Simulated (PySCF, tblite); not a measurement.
# C₆H₁₀: a rotation path, then NMR shifts on frames

How do NMR shifts of C₆H₁₀ (`CC(C)C1=CC1`) change as the atoms move?

Programs: tblite 0.8.0 and PySCF 2.14.0, with density-fitted response routines of our own. Each step states its level of theory. These are calculated values for one molecule in the gas phase, unless marked as measured. Atoms are numbered from 0 throughout.

## Step 1: The starting structure

16 atoms, charge 0, multiplicity 1; geometry from: GFN2-xTB.

Bonds of the start (Å): C0–C1 1.53, C1–C2 1.53, C1–C3 1.47, C3–C4 1.30, C4–C5 1.50, C5–C3 1.50, C0–H6 1.09, C0–H7 1.09, C0–H8 1.09, C1–H9 1.10, C2–H10 1.09, C2–H11 1.09, C2–H12 1.09, C4–H13 1.06, C5–H14 1.09, C5–H15 1.09.

## Step 2: The rotation path with GFN2-xTB

What the job is given:

```
{"job": {"kind": "neb", "xc": "GFN2-xTB", "basis": "xTB", "atoms": [0, 1, 3, 5], "turn": 120}, "charge": 0, "multiplicity": 1}
C     -1.421811     0.457666    -1.099091
C     -0.534543     0.473222     0.145413
C     -1.084868    -0.463287     1.226713
C      0.843965     0.079838    -0.189367
C      1.757684    -0.338804    -1.012220
C      2.211785    -0.111388     0.402005
H     -1.020645     1.121538    -1.861158
H     -1.471794    -0.547775    -1.511090
H     -2.429792     0.781877    -0.849165
H     -0.504781     1.492095     0.555711
H     -0.442182    -0.451260     2.103923
H     -2.084599    -0.151830     1.520690
H     -1.135021    -1.482619     0.849112
H      2.077622    -0.641571    -1.977886
H      2.407388    -0.962523     1.046809
H      2.823992     0.753764     0.638191
```

With the program's defaults for keys left out, this is: GFN2-xTB climbing-image nudged elastic band, gas phase.

The run is started by

```bash
$ OMP_NUM_THREADS=1 python probes_run.py task.json out
```

The driver reads the jobs from task.json and runs them one after another.

What it wrote:

```text
image   E - E0 / eV
  0       0.0000
  1       0.0029
  2       0.0112
  3       0.0218
  4       0.0286
  5       0.0280
  6       0.0215
  7       0.0138
  8       0.0082
```

Run time: 6.1 s. Hardware: 1 thread, shared host.

The final band, with the dihedral C0–C1–C3–C5:

```csv
image,dihedral (°),energy (eV),energy (kcal/mol)
0,178,0.000,0.0
1,193,0.003,0.1
2,207,0.011,0.3
3,222,0.022,0.5
4,237,0.029,0.7
5,252,0.028,0.6
6,267,0.021,0.5
7,282,0.014,0.3
8,298,0.008,0.2
```

## Step 3: NMR shieldings: image 0, PBE0/pcSseg-1

What the job is given:

```
{"job": {"kind": "nmr", "xc": "PBE0", "basis": "pcSseg-1", "pop": false}, "charge": 0, "multiplicity": 1}
C     -1.421800     0.457700    -1.099100
C     -0.534500     0.473200     0.145400
C     -1.084900    -0.463300     1.226700
C      0.844000     0.079800    -0.189400
C      1.757700    -0.338800    -1.012200
C      2.211800    -0.111400     0.402000
H     -1.020600     1.121500    -1.861200
H     -1.471800    -0.547800    -1.511100
H     -2.429800     0.781900    -0.849200
H     -0.504800     1.492100     0.555700
H     -0.442200    -0.451300     2.103900
H     -2.084600    -0.151800     1.520700
H     -1.135000    -1.482600     0.849100
H      2.077600    -0.641600    -1.977900
H      2.407400    -0.962500     1.046800
H      2.824000     0.753800     0.638200
```

Level: GIAO PBE0/pcSseg-1 NMR shielding, non-relativistic, gas phase.

What it wrote:

```text
coarse grid: 12720 points
cycle   1  E = -234.1687357547  dE =  7.302e-01  |g| = 3.937e-01  |ddm| = 3.439e+00
cycle   2  E = -234.1685708110  dE =  1.649e-04  |g| = 4.086e-01  |ddm| = 7.808e-01
cycle   3  E = -234.2120861392  dE = -4.352e-02  |g| = 2.662e-02  |ddm| = 4.147e-01
cycle   4  E = -234.2120769561  dE =  9.183e-06  |g| = 2.686e-02  |ddm| = 4.725e-02
cycle   5  E = -234.2122448852  dE = -1.679e-04  |g| = 5.926e-03  |ddm| = 2.978e-02
cycle   6  E = -234.2122533266  dE = -8.441e-06  |g| = 9.964e-04  |ddm| = 7.529e-03
final grid: 120968 points
cycle   7  E = -234.2498786191  dE = -3.479e-05  |g| = 7.825e-03  |ddm| = 4.056e-02
cycle   8  E = -234.2498751882  dE =  3.431e-06  |g| = 8.706e-03  |ddm| = 1.524e-02
cycle   9  E = -234.2498945520  dE = -1.936e-05  |g| = 9.751e-04  |ddm| = 7.857e-03
cycle  10  E = -234.2498947665  dE = -2.145e-07  |g| = 2.914e-04  |ddm| = 1.189e-03
cycle  11  E = -234.2498947865  dE = -1.997e-08  |g| = 5.983e-05  |ddm| = 3.517e-04
cycle  12  E = -234.2498947873  dE = -8.288e-10  |g| = 1.766e-05  |ddm| = 8.608e-05
converged SCF energy = -234.2498947873

GIAO shielding tensors (ppm)
atom      isotropic    diamagn.    paramagn.     s11        s22        s33       span
  0 C      164.264     247.031     -82.768    150.653    155.554    186.583     35.930
  1 C      155.512     242.763     -87.251    143.163    161.011    162.361     19.198
  2 C      165.359     247.445     -82.086    152.620    156.820    186.638     34.018
  3 C       51.459     256.195    -204.736    -93.304     87.412    160.270    253.574
  4 C       81.703     256.322    -174.620    -53.740    117.829    181.019    234.759
  5 C      178.944     250.985     -72.041    144.299    149.288    243.245     98.946
  6 H       30.135      29.941       0.195     25.882     28.021     36.502     10.620
  7 H       30.547      30.546       0.001     27.555     28.657     35.429      7.874
  8 H       30.503      29.595       0.908     26.035     28.319     37.156     11.121
  9 H       29.000      30.449      -1.449     25.491     26.511     34.998      9.507
 10 H       29.952      30.173      -0.221     25.199     28.200     36.458     11.259
 11 H       30.495      29.846       0.650     26.370     28.188     36.928     10.558
 12 H       31.114      30.506       0.608     27.788     29.059     36.495      8.707
 13 H       25.127      33.425      -8.298     20.982     24.889     29.509      8.527
 14 H       30.717      31.112      -0.395     25.319     27.828     39.005     13.686
 15 H       30.791      30.805      -0.014     25.166     27.374     39.832     14.666
```

It took 42 s on 1 thread, shared host.

Shifts follow as δ = σ(reference) − σ, with reference shieldings (ppm) from runs at the same level and on the same kind of geometry: 1H TMS 31.72, 13C TMS 186.9. The references are single molecules in the gas phase. Each atom is listed at this fixed geometry, with no averaging over motion; a spectrum would average atoms that exchange fast.

```csv
atoms,environment,σ (ppm),δ (ppm)
C3,fully substituted alkene carbon,51.5,135.5
C4,alkene CH,81.7,105.2
C1,allylic sp3 CH,155.5,31.4
C0,methyl carbon,164.3,22.7
C2,methyl carbon,165.4,21.6
C5,three-membered-ring carbon,178.9,8.0
H13,hydrogen on an alkene CH,25.13,6.59
H9,hydrogen on an allylic sp3 CH,29.00,2.72
H10,hydrogen on a methyl carbon,29.95,1.76
H6,hydrogen on a methyl carbon,30.14,1.58
H11,hydrogen on a methyl carbon,30.50,1.22
H8,hydrogen on a methyl carbon,30.50,1.21
H7,hydrogen on a methyl carbon,30.55,1.17
H14,hydrogen on a three-membered-ring carbon,30.72,1.00
H15,hydrogen on a three-membered-ring carbon,30.79,0.93
H12,hydrogen on a methyl carbon,31.11,0.60
```

Ring of atoms C3, C4, C5: NICS(0) -30.7, NICS(1) -7.4, NICS(1)zz -15.3 ppm (means of both faces).

In rings of three or four atoms NICS is ruled by the nearby σ bonds, so it says little on aromaticity.

## Step 4: Shielding tensors: image 2, PBE0/pcSseg-1

What the job is given:

```
{"job": {"kind": "nmr", "xc": "PBE0", "basis": "pcSseg-1", "pop": false}, "charge": 0, "multiplicity": 1}
C     -1.450200     0.305800    -1.112600
C     -0.539800     0.516100     0.097400
C     -1.023300    -0.308200     1.292000
C      0.849000     0.149300    -0.227700
C      1.842400    -0.032800    -1.044400
C      2.120700    -0.346600     0.398400
H     -1.089700     0.873900    -1.965800
H     -1.467100    -0.747400    -1.384000
H     -2.465400     0.621000    -0.882400
H     -0.548200     1.581300     0.370800
H     -0.362600    -0.173300     2.145100
H     -2.029100    -0.010500     1.577400
H     -1.037400    -1.364400     1.030200
H      2.273700    -0.006600    -2.014100
H      2.196400    -1.382100     0.715600
H      2.723000     0.333500     0.992600
```

Level: GIAO PBE0/pcSseg-1 NMR shielding, non-relativistic, gas phase.

What it wrote:

```text
coarse grid: 12720 points
cycle   1  E = -234.1672219752  dE =  7.365e-01  |g| = 3.957e-01  |ddm| = 3.436e+00
cycle   2  E = -234.1669626334  dE =  2.593e-04  |g| = 4.112e-01  |ddm| = 7.766e-01
cycle   3  E = -234.2109447377  dE = -4.398e-02  |g| = 2.715e-02  |ddm| = 4.168e-01
cycle   4  E = -234.2109515023  dE = -6.765e-06  |g| = 2.595e-02  |ddm| = 4.820e-02
cycle   5  E = -234.2111056552  dE = -1.542e-04  |g| = 6.576e-03  |ddm| = 2.949e-02
cycle   6  E = -234.2111159633  dE = -1.031e-05  |g| = 1.186e-03  |ddm| = 8.029e-03
cycle   7  E = -234.2111163070  dE = -3.437e-07  |g| = 2.634e-04  |ddm| = 1.633e-03
final grid: 120968 points
cycle   8  E = -234.2485437126  dE = -3.515e-05  |g| = 7.733e-03  |ddm| = 4.668e-02
cycle   9  E = -234.2485397444  dE =  3.968e-06  |g| = 8.735e-03  |ddm| = 1.619e-02
cycle  10  E = -234.2485593046  dE = -1.956e-05  |g| = 1.318e-03  |ddm| = 8.613e-03
cycle  11  E = -234.2485597161  dE = -4.115e-07  |g| = 2.542e-04  |ddm| = 1.459e-03
cycle  12  E = -234.2485597310  dE = -1.493e-08  |g| = 5.821e-05  |ddm| = 3.228e-04
cycle  13  E = -234.2485597318  dE = -7.610e-10  |g| = 1.882e-05  |ddm| = 8.088e-05
converged SCF energy = -234.2485597318

GIAO shielding tensors (ppm)
atom      isotropic    diamagn.    paramagn.     s11        s22        s33       span
  0 C      163.961     246.938     -82.977    150.952    155.207    185.724     34.772
  1 C      157.457     242.319     -84.862    147.685    159.871    164.816     17.131
  2 C      163.134     247.556     -84.422    146.231    158.184    184.987     38.756
  3 C       51.508     256.814    -205.306    -89.543     87.972    156.097    245.640
  4 C       80.089     256.276    -176.187    -54.373    116.302    178.338    232.711
  5 C      179.602     250.474     -70.872    143.878    150.282    244.645    100.767
  6 H       30.026      29.956       0.070     25.573     28.200     36.306     10.733
  7 H       30.843      30.366       0.477     27.865     28.860     35.803      7.938
  8 H       30.520      29.578       0.942     26.019     28.326     37.214     11.195
  9 H       29.060      30.180      -1.120     25.493     26.472     35.215      9.722
 10 H       29.875      30.246      -0.371     25.439     27.839     36.347     10.908
 11 H       30.510      29.902       0.607     26.163     28.569     36.797     10.634
 12 H       30.819      30.635       0.184     27.928     28.500     36.030      8.102
 13 H       25.067      33.510      -8.443     20.986     24.866     29.349      8.363
 14 H       30.768      31.077      -0.310     25.528     27.816     38.959     13.431
 15 H       30.827      30.787       0.040     25.492     27.158     39.831     14.339
```

Run time: 39 s. Hardware: 1 thread, shared host.

This run: δ C3 135.4, C4 106.8, C1 29.5, C2 23.8, H13 6.65, H9 2.66 ppm.

[end of part 1 of 2]
